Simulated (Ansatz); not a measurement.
Geometry optimisation, UKS PBE/def2-SVP (Ansatz 0.2.0).

input.yaml

```yaml
crystal:
  periodic: [false, false, false]
  atoms:
    - { symbol: "N", position_ang: [-1.60288, 0.47385, 0.10459] }
    - { symbol: C, position_ang: [-0.46319, 0.19446, -0.02478] }
    - { symbol: "N", position_ang: [0.73625, 0.00958, -0.25422] }
    - { symbol: H, position_ang: [1.32982, -0.67789, 0.1744] }
magnetization:
  spin_polarized: true
  initial_magnetization: 1
basis:
  gaussian: { orbitals: def2-SVP }
hamiltonian:
  xc: pbe
relax:
  f_tol: 0.02
  max_steps: 40
```

Run as:

```bash
$ ansatz run input.yaml --threads 1 --pin off --max-ram 2048MiB --backend cpu --events-out ev --progress --plain --runs-dir out
```

Problem. Where does it end, and by what steps?

Solution. The forces met the threshold. After 6 steps the energy has fallen by 0.172 eV; N3 moved furthest, 0.10 Å.

```csv
step,energy less start (eV),largest force component (eV/Å),accepted
0,0.0000,3.325,yes
1,-0.1142,0.740,yes
2,-0.1419,0.430,yes
3,-0.1668,0.713,yes
4,-0.1636,1.289,no
5,-0.1718,0.056,yes
6,-0.1719,0.014,yes
```

```xyz
4
Properties=species:S:1:pos:R:3
N -1.613 0.446 0.132
C -0.441 0.197 -0.032
N 0.798 0.057 -0.319
H 1.257 -0.700 0.219
```

Whether the end is a true minimum wasn't checked by a vibrational analysis.

The run took 15 s on 1 thread of Arm Neoverse N1 (shared host), peak memory 0.11 GiB.
